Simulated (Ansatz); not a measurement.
# Worked example: H2B–CH⁺, quartet against H2B–CH, triplet

Geometry (PBE0/def2-TZVP stationary point of a triplet), kept for both states (H2B–CH, triplet: A''; H2B–CH⁺, quartet: A''):

```yaml
atoms:
  - { symbol: B, position_ang: [0.0000, 0.0504, 0.7398] }
  - { symbol: C, position_ang: [0.0000, -0.1015, -0.7490] }
  - { symbol: H, position_ang: [0.0000, 1.1489, 1.2274] }
  - { symbol: H, position_ang: [0.0000, -0.9087, 1.4552] }
  - { symbol: H, position_ang: [0.0000, 0.4289, -1.6923] }
```

Basis cc-pVDZ; Ansatz 0.2.0. Only valence electrons are correlated (noble-gas cores frozen). R marks a restricted (for open shells ROHF) determinant, U an unrestricted one.

Full CI isn't at hand for all of this; UCCSDT(Q) serves as the reference, and is uncertain by about the last step of the cluster series.

```json
{"level": "UHF", "E(H2B–CH, triplet) (hartree)": "-64.197444", "E(H2B–CH⁺, quartet) (hartree)": "-63.757759"}
{"level": "UMP2", "E(H2B–CH, triplet) (hartree)": "-64.365030", "E(H2B–CH⁺, quartet) (hartree)": "-63.901889"}
{"level": "UCCSD(T)", "E(H2B–CH, triplet) (hartree)": "-64.405011", "E(H2B–CH⁺, quartet) (hartree)": "-63.941254"}
{"level": "PBE", "E(H2B–CH, triplet) (hartree)": "-64.499193", "E(H2B–CH⁺, quartet) (hartree)": "-64.045446"}
{"level": "B3LYP", "E(H2B–CH, triplet) (hartree)": "-64.615115", "E(H2B–CH⁺, quartet) (hartree)": "-64.152284"}
{"level": "UCCSDT(Q)", "E(H2B–CH, triplet) (hartree)": "-64.406106", "E(H2B–CH⁺, quartet) (hartree)": "-63.942583"}
```

Task: Give the vertical gap, H2B–CH⁺ quartet less H2B–CH triplet, at each level in eV (1 hartree = 27.2114 eV), and each error against UCCSDT(Q).

Result: UCCSDT(Q): (-63.942583 − (-64.406106)) × 27.2114 = 12.613 eV (the reference)
B3LYP: (-64.152284 − (-64.615115)) × 27.2114 = 12.594 eV, error -0.019 eV
PBE: (-64.045446 − (-64.499193)) × 27.2114 = 12.347 eV, error -0.266 eV
UCCSD(T): (-63.941254 − (-64.405011)) × 27.2114 = 12.619 eV, error 0.006 eV
UMP2: (-63.901889 − (-64.365030)) × 27.2114 = 12.603 eV, error -0.010 eV
UHF: (-63.757759 − (-64.197444)) × 27.2114 = 11.964 eV, error -0.649 eV

Total energies of functionals can't be set beside those of wave-function methods, since they hold the core's correlation and their own absolute errors; only the differences compare.

In so small a basis the reference is far from its limit while semilocal and hybrid functionals are nearer theirs, so the functionals' errors here hold much of the reference's basis and frozen-core error, which can add to them or hide them.

Each level lands on the state that its own search finds. T1 diagnostics of restricted CCSD: 0.021 and 0.050.
